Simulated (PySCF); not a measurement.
## Molecular orbitals of MgF⁻

RHF at R = 1.845 Å; Mg aug-cc-pVDZ, F aug-cc-pVDZ; no relativity (PySCF 2.14). State: ¹Σ⁺ (singlet), closed shell. Only the outer orbitals are listed, counted within each symmetry.

| orbital | occ. | ε (eV) | on Mg (%) | main shells (%) |
| --- | --- | --- | --- | --- |
| 1π | 2 | -56.95 | 100 | 100 Mg p |
| 1π | 2 | -56.95 | 100 | 100 Mg p |
| 4σ | 2 | -56.92 | 100 | 100 Mg p |
| 5σ | 2 | -34.48 | 0 | 99 F s |
| 6σ | 2 | -10.56 | 4 | 95 F p |
| 2π | 2 | -9.73 | 1 | 99 F p |
| 2π | 2 | -9.73 | 1 | 99 F p |
| 7σ | 2 | -1.11 | 101 | 87 Mg s, 13 Mg p |
| 3π | 0 | 3.07 | 100 | 100 Mg p |
| 3π | 0 | 3.07 | 100 | 100 Mg p |
| 8σ | 0 | 3.19 | 96 | 95 Mg p |

Problem. Which are the highest filled and the lowest empty level, where do they sit, and how wide is the gap?

Solution. Highest filled 7σ at -1.11 eV (in %: 87 Mg s, 13 Mg p); lowest empty 3π at 3.07 eV (in %: 100 Mg p); the gap at RHF is 4.18 eV. An empty level above zero is unbound, and its energy depends on the basis.

| Property | Result |
| --- | --- |
| bond order (Mayer) | 0.17 |
| ⟨S²⟩ | 0.000 |
| charge on Mg (Mulliken, basis-dependent) | -0.16 |
| charge on Mg (Löwdin, basis-dependent) | -0.18 |
| dipole moment (positive dipole points towards F; it is taken about the centre of mass and depends on that origin) | 3.89 D |
| polarisability along the bond | 174.0 bohr³ |
| polarisability across the bond | 246.7 bohr³ |

Shares are Mulliken populations and can fall outside 0 to 100 %.
